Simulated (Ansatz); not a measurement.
## What a trial cell of K relaxes into

These are results of DFT PBEsol, scalar-relativistic, plane waves, PAW (Ansatz), not measurements. Cutoff 420 eV, Γ-centred k mesh, Gaussian smearing, no spin polarisation in the final step.

K was placed on the black phosphorus structure type (Cmce, No. 64), at a guessed volume.

```
K
1.0
     2.67147   -8.47446    0.00000
     2.67147    8.47446    0.00000
     0.00000    0.00000    7.07012
K
4
Cartesian
  2.6715 6.8135 6.4338
  2.6715 -1.6610 4.1714
  2.6715 -6.8135 0.6363
  2.6715 1.6610 2.8988
```

Cell and atoms relax at zero pressure; the relaxation can't lower the symmetry of the start. After a coarse first stage the cell is made exact in the group found at 0.06 Å.

Energies count from the standard state of K at the same level.

Q: Describe the relaxed structure.

A: It ends in Fmmm (No. 69). Conventional cell: a = 4.713 Å, b = 7.659 Å, c = 16.090 Å. K has 1 K at 4.23 Å and 8 K at 4.49–4.71 Å.

```
K
1.0
     0.00000    3.82966    8.04487
     2.35671    0.00000    8.04487
     2.35671    3.82966    0.00000
K
2
Direct
  0.86864 0.86864 0.13136
  0.13136 0.13136 0.86864
```

Q: What are its volume, energy, density and gap?

A: The volume per atom is 72.61 Å³. The density is 0.89 g/cm³ and the energy over the standard structure is 0.03 eV/atom. The gap on the 10×10×6 mesh is 0 eV (a metal).

The final run used a 10×10×6 mesh on its 4-atom cell and 0.10 eV smearing. The k mesh leaves about 4 meV/atom of noise in metals. A structure relaxed within its symmetry needn't be a true minimum. The steps took about 5 core-minutes in all.